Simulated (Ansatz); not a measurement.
Cuprite Ag₂O, treated with PBEsol-D3(BJ) in Ansatz (PAW).

Input file:

Ansatz 0.2 input:
```yaml
crystal:
  lattice:
    - [4.7196976384, 0.0, 0.0]
    - [0.0, 4.7196976384, 0.0]
    - [0.0, 0.0, 4.7196976384]
  atoms:
    - { symbol: Ag, position: [0.75, 0.25, 0.75] }
    - { symbol: Ag, position: [0.25, 0.75, 0.75] }
    - { symbol: Ag, position: [0.75, 0.75, 0.25] }
    - { symbol: Ag, position: [0.25, 0.25, 0.25] }
    - { symbol: O, position: [0.0, 0.0, 0.0] }
    - { symbol: O, position: [0.5, 0.5, 0.5] }
basis:
  ecutwfc: 520
  ecutrho_ratio: 4
  xc_grid: 2
kpoints:
  mp_grid: { grid: [8, 8, 8] }
hamiltonian:
  xc: pbesol
  dispersion: d3bj
  pseudopotentials: { kind: paw }
scf:
  occupations: { method: fermi_dirac, width: 0.01 }
  convergence: { dr2_threshold: 0.0000000006 }
output:
  forces: true
  stress: true
  eigenvalues: true
```

How many irreducible k-points, plane waves at Γ does the program set up, and what pressure does the run end with?

35 irreducible k-points, 2897 plane waves at Γ; P = -3.41 GPa, so the cell is stretched on average and its volume would shrink at this level.

The run printed, among other lines:

```
Crystal: 6 atoms, lattice volume = 105.134 Å³
Basis set: ecut = 520 eV, 2897 PW (Γ), exchange–correlation on 72×72×72 points (8 copies of the dense FFT grid, shifted against one another)
Bands: 53, of which v1, the nominal top of the filled ones, is band 44 counted from 1 (43 counted from 0)
Symmetry: 48 space group operations
Space group: Pn-3m (ITA 224), of the structure as read, at distance tolerance 4.7e-5 Å
k-points: 35 of 512
Functional: x = pbesol(κ = 0.804, μ = 0.12345679012345678), c = pbesol(β = 0.046)
SCF iter   1: F=—  HF=-31207.591544 eV  |F-HF|=—  |Δ(HF+E_count)|=         —  Δρ=1.65e-2  dr2=2.96e-1
SCF iter   2: F=—  HF=-31207.526480 eV  |F-HF|=—  |Δ(HF+E_count)|=   6.51e-2  Δρ=3.48e-3  dr2=9.07e-3
  ...
SCF iter   8: F=—  HF=-31207.524377 eV  |F-HF|=—  |Δ(HF+E_count)|=   2.90e-8  Δρ=1.28e-6  dr2=2.04e-9
SCF iter   9: F=-31207.524377 eV  HF=-31207.524377 eV  |F-HF|=3.27e-11  |Δ(HF+E_count)|=   1.17e-9  Δρ=3.52e-7  dr2=1.30e-10
SCF 1 converged in 9 iterations: F = -31207.524377 eV  dr2 = 1.30e-10
SCF converged after 9 iterations
Free energy (F): -31207.524377 eV
Internal energy: -31207.524288 eV  (E = F + TS)
E sigma→0 (E₀):  -31207.524332 eV
Fermi energy:    10.796852 eV
--- Stress (GPa, compression-positive) ---
       -3.413533      -0.000000       0.000000
        0.000000      -3.413533       0.000000
        0.000000       0.000000      -3.413533
  P = ⅓ Tr σ = -3.4135 GPa (-34.135 kbar)
```

The cell is one volume of an energy–volume scan, off the minimum.

The PAW data were made under PBE.

Note: the gap of the solid is closed in this run. Note: the run finds no gap at this volume, although the solid has one.

It cost around 11 core-seconds (rough) of CPU time.

Ansatz is a program for electronic structure.
